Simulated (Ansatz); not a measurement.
A nudged elastic band was laid between two geometries of CH5AlO (8 atoms, charge 0, multiplicity 1).

Theory: Ansatz 0.2.0, RKS PBE0-D4/def2-SVP.

| Property | Result |
| --- | --- |
| movable images | 7 |
| climbing image | yes |
| spring | 5.0 eV/Å² |
| optimiser | quadratic models (default) |
| start path | through a guess of the saddle point |
| force threshold | 0.03 eV/Å |
| iteration limit | 10 |
| end points | relaxed |

First end point:

```xyz
8
Properties=species:S:1:pos:R:3
Al 0.118 -0.167 0.267
H 0.078 -0.177 1.859
O 1.631 -0.313 -0.512
H 2.475 -0.403 -0.065
C -1.456 0.001 -0.861
H -2.170 -0.820 -0.673
H -1.999 0.939 -0.652
H -1.197 -0.012 -1.931
```

Last end point:

```xyz
8
Properties=species:S:1:pos:R:3
Al -0.864 -0.934 0.877
H 1.840 -0.319 1.028
O 1.061 -0.114 0.496
H 1.348 0.298 -0.332
C -1.396 -0.102 -0.885
H -2.454 -0.284 -1.144
H -1.260 0.998 -0.879
H -0.796 -0.496 -1.730
```

Which bonds break or form, and what moves?

Bonds broken: Al1–H2. Bonds formed: H2–O3.

What energy profile does the band end with?

It did not converge within its limit. The highest image is number 4 of 0 to 8, 3.13 eV above the first end and 1.12 eV above the last; the last end lies 2.01 eV above the first. The band didn't meet its force threshold, so its energies are provisional: the largest band force was still 0.09 eV/Å, and over the last iterations the top stayed at 3.14 eV. The orbitals stay closed-shell, which can raise the energy where a bond breaks towards radicals; this wasn't checked here.

```
image  path coordinate (Å)  energy (eV)  Al1–H2 (Å)  H2–O3 (Å)
    0                 0.00         0.00        1.59       2.84
    1                 0.65         0.00        1.59       2.84
    2                 1.30         0.23        1.59       2.66
    3                 1.96         1.49        1.59       2.07
    4                 2.61         3.13        1.72       1.33
    5                 3.17         2.25        2.21       0.98
    6                 3.74         2.07        2.61       0.97
    7                 4.30         2.02        2.75       0.97
    8                 4.86         2.01        2.78       0.96
```

Time of the run: 45 s on 1 thread of AMD EPYC 9R45 96-Core Processor (Zen 5) (shared host), peak memory 0.16 GiB.
